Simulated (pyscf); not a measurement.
H₃Si–O–GeH₃ (SMILES [SiH3][O][GeH3]) + H₂O (SMILES O) → HO–SiH₃ (SMILES O[SiH3]) + HO–GeH₃ (SMILES [OH][GeH3]) (four-centre exchange; singlet surface; O–Si, H–O broken, O–Si, H–O formed). PySCF, gas phase, ωB97X-D3(BJ)/def2-SVP geometries. Energies in eV from the separated reactants.

| level | barrier | reaction energy |
|---|---|---|
| ωB97X-D3(BJ)/def2-TZVP | … | … |
| PBE/def2-TZVP | 0.88 | +0.09 |
| PBE0-D3(BJ)/def2-TZVP | … | +0.15 |
| M06-2X/def2-TZVP | 1.03 | +0.17 |
| ωB97M-D3(BJ)/def2-TZVP | 1.04 | +0.14 |
| HF/def2-TZVP | 1.82 | +0.17 |

### Question
Complete the blanks.

### Answer

- ωB97X-D3(BJ)/def2-TZVP, barrier: 1.06
- ωB97X-D3(BJ)/def2-TZVP, reaction energy: +0.21
- PBE0-D3(BJ)/def2-TZVP, barrier: 0.95

The functionals in the table span 0.17 eV in this barrier, from PBE to ωB97X-D3(BJ). On the reactant side the descent ends in a complex, 0.19 eV under the separated species and 1.25 eV under the saddle at ωB97X-D3(BJ)/def2-TZVP. On the product side the descent ends in a complex, 0.23 eV under the separated species and 1.08 eV under the saddle at ωB97X-D3(BJ)/def2-TZVP. This is the saddle that the search found; another between the same sides may lie lower. Elements up to Kr have no core potential and no relativistic terms here.
